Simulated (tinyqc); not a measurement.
Inside a calculation. Method: CIS and TDHF on RHF in the sto-3g basis, frozen core, for HF, spin multiplicity 1. One step of it, computed by the program tinyqc.

Problem. CIS matrix, singlets. A(ia,jb) = (e_a - e_i) d_ij d_ab + 2 (ia|jb) - (ij|ab).

orbital energies (hartree): MO1 -25.905026, MO2 -1.455480, MO3 -0.568606, MO4 -0.462790, MO5 -0.462790, MO6 0.573589

Two-electron integrals over orbitals (pq|rs), unique and non-zero (hartree); the lowest 1 orbital is frozen and left out:
```
(22|22) 0.857641    (32|22) -0.024268   (32|32) 0.155674    (33|22) 0.747913
(33|32) -0.044055   (33|33) 0.754820    (42|42) 0.181959    (43|42) -0.041186
(43|43) 0.046306    (44|22) 0.880302    (44|32) -0.077168   (44|33) 0.745444
(44|44) 0.997514    (52|52) 0.181959    (53|52) -0.041186   (53|53) 0.046306
(54|54) 0.053770    (55|22) 0.880302    (55|32) -0.077168   (55|33) 0.745444
(55|44) 0.889973    (55|55) 0.997514    (62|22) -0.124422   (62|32) -0.050034
(62|33) -0.035201   (62|44) -0.122476   (62|55) -0.122476   (62|62) 0.096022
(63|22) -0.174438   (63|32) 0.094208    (63|33) -0.120150   (63|44) -0.202392
(63|55) -0.202392   (63|62) 0.054866    (63|63) 0.183373    (64|42) -0.040793
(64|43) -0.015676   (64|64) 0.031235    (65|52) -0.040793   (65|53) -0.015676
(65|65) 0.031235    (66|22) 0.676995    (66|32) 0.068036    (66|33) 0.668497
(66|44) 0.648677    (66|55) 0.648677    (66|62) -0.065726   (66|63) -0.015779
(66|66) 0.710452
```

Give: CIS matrix A, singlet.

Solution.

CIS matrix A, singlet (hartree), lower triangle:
```
       2>6    3>6    4>6    5>6
2>6  1.544
3>6  0.042  0.840
4>6  0.000  0.000  0.450
5>6  0.000  0.000  0.000  0.450
```
